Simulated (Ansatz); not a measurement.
**AlPNH+ (doublet): from Hartree-Fock to the top rungs, cc-pVDZ**

How much of the correlation energy of AlPNH+ (doublet) does each wave-function method recover here?

The runs use Ansatz 0.2.0, Gaussian basis; cc-pVDZ, core rule «outside noble gas», up to 11 orbitals frozen.

The runs, in order: UHF; CCSD(T) on ROHF; CCSD(T) on UHF; BCCD(T) on ROHF; CISD; CCSDT(Q) on ROHF; CCSDT(Q) on UHF; CASSCF and NEVPT2, 9 electrons in 11 orbitals.

25 further runs of the same task are left out: 5 for a known fault of the program, 7 that didn't finish, 13 set aside as unsound or not needed.

### Step 1. The system

The geometry is a PBE0/def2-TZVP stationary point (not a proven minimum) of the parent state, kept for this charge and spin.

4 atoms, charge 1, spin multiplicity 2.

Atoms are counted from 1 here; the program's logs count them from 0.

Bond lengths: Al1–N3 1.841 Å, P2–N3 1.689 Å, N3–H4 1.016 Å. Angles: Al1–N3–P2 119.9°, Al1–N3–H4 124.3°, P2–N3–H4 115.8°.

### Step 2. UHF

in.yaml reads:

```yaml
crystal:
  periodic: [false, false, false]
  atoms:
    - {symbol: Al, position_ang: [0.000000, 0.194411, 1.631818]}
    - {symbol: P, position_ang: [0.000000, 0.196128, -1.425444]}
    - {symbol: N, position_ang: [0.000000, -0.686115, 0.014898]}
    - {symbol: H, position_ang: [0.000000, -1.696652, -0.085591]}
basis:
  gaussian: {orbitals: cc-pVDZ}
total_charge: 1
magnetization: {spin_polarized: true, initial_magnetization: 1}
hamiltonian: {xc: hf}
output: {orbitals: {seedname: orbitals}}
```

The run is started by

```
> ansatz run in.yaml --threads 1 --pin off --events-out ev --progress --plain --max-ram 2393MiB
```

After this run come: CCSD(T) on ROHF; CCSD(T) on UHF; BCCD(T) on ROHF; CISD; CCSDT(Q) on ROHF; CCSDT(Q) on UHF; CASSCF and NEVPT2, 9 electrons in 11 orbitals.

Before running them: what should the planned runs give, taken together? Wanted: UCCSDT(Q) below the RHF energy; RMP2 from UCCSDT(Q); UMP2 from UCCSDT(Q); RCCSD from UCCSDT(Q); RCCSD(T) from UCCSDT(Q); UCCSD(T) from UCCSDT(Q); RCCSDT(Q) from UCCSDT(Q); NEVPT2 valence from UCCSDT(Q); T1 diagnostic.

The runs gave:

| quantity | value |
| --- | --- |
| UCCSDT(Q) below the RHF energy | -9.4960 eV |
| RMP2 from UCCSDT(Q) | +125.7 kJ/mol |
| UMP2 from UCCSDT(Q) | +155.8 kJ/mol |
| RCCSD from UCCSDT(Q) | +42.2 kJ/mol |
| RCCSD(T) from UCCSDT(Q) | +6.5 kJ/mol |
| UCCSD(T) from UCCSDT(Q) | +8.6 kJ/mol |
| RCCSDT(Q) from UCCSDT(Q) | +0.6 kJ/mol |
| NEVPT2 valence from UCCSDT(Q) | +124.0 kJ/mol |
| levels within 1 kcal/mol (43 meV) | RCCSDT, UCCSDT, RCCSDT(Q) |
| T1 diagnostic | 0.030 |
| effectively unpaired electrons | 1.14 |

What this shows: RCCSD(T) lands +6.5 kJ/mol from the yardstick (0.7 % of the correlation energy). CCSD(T) misses by +6.5 kJ/mol on the restricted determinant and by +8.6 kJ/mol on the unrestricted one; the two need not hold the same state or core. One determinant dominates. These misses are within one basis, not against nature; the frozen cores of restricted and unrestricted runs differ, which can shift their rows.
